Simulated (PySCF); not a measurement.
## Relaxation of singlet S2O2

Method: PySCF, PBE0, basis S def2-TZVP, O def2-TZVP (no relativity, density fitting). A (50,194) grid was used.

A hand-made trans-bent X-M-M-X start, of C2h symmetry, held to at least that symmetry:

```xyz
4
charge 0 multiplicity 1, angstrom
S     0.0000    0.0000    1.0300
S     0.0000    0.0000   -1.0300
O     1.3280    0.0000    2.0260
O    -1.3280    0.0000   -2.0260
```

(1) What forces act on the atoms at the start (eV/Å)?

(2) What does it relax to?

(3) How much energy is released, and in how many steps?

Answers

(1) 
| atom | Fx | Fy | Fz |
| --- | --- | --- | --- |
| S1 | 2.07 | 0.00 | 3.91 |
| S2 | -2.07 | 0.00 | -3.91 |
| O3 | -4.18 | 0.00 | -4.78 |
| O4 | 4.18 | 0.00 | 4.78 |

(2) It ends at C2h with S–O 1.469 Å (×2), S–S 1.996 Å; O–S–S 110.6° (×2). A frequency run shows a minimum. Other isomers or separated fragments may lie lower.

(3) 217.2 kJ/mol in 7 steps.
